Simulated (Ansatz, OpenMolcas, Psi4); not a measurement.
A ladder of methods for [CF2]+ (SMILES F[C+]F)

[CF2]+: 3 atoms, total charge +1, spin state doublet. SMILES: `F[C+]F`. Geometry: relaxed at PBE0-D4/def2-TZVP.

```xyz
3

F     0.3791    0.9730    0.3162
C     0.2757   -0.2214    0.1273
F    -0.6548   -0.7516   -0.4435
```

Each level gives the energy change with the C2–F3 bond stretched from 1.214 to 2.185 Å (eV). The values are calculated.

| level | kind | program | value (eV) | CPU time (all runs) |
| --- | --- | --- | --- | --- |
| UPBE/cc-pVTZ | GGA | Psi4 | 3.61 | 69 s |
| UM06-L/cc-pVTZ | meta-GGA | Psi4 | 3.44 | 2.2 min |
| UPBE0/cc-pVTZ | global hybrid | OpenMolcas | 3.59 | 77 s |
| UB2PLYP/cc-pVTZ (density fitting for correlation) | double hybrid | Psi4 | 3.38 | 71 s |
| RPA@PBE0/cc-pVTZ | RPA | Ansatz | 3.03 | 23 s |
| UMP2/cc-pVTZ | perturbation theory | Ansatz | 3.61 | 18 s |
| UMP3/cc-pVTZ | perturbation theory | Psi4 | 3.16 | 87 s |
| CASSCF(17,12)/cc-pVTZ | multireference | OpenMolcas | 2.36 | 91 s |
| UCCSD/cc-pVTZ | coupled cluster or CI | Ansatz | 3.07 | 52 s |

The first shape isn't each level's own minimum. The values span 2.36 to 3.61 eV. Times are those of the runs behind each value, whatever else they computed, on shared processors of several kinds: orders of magnitude only.
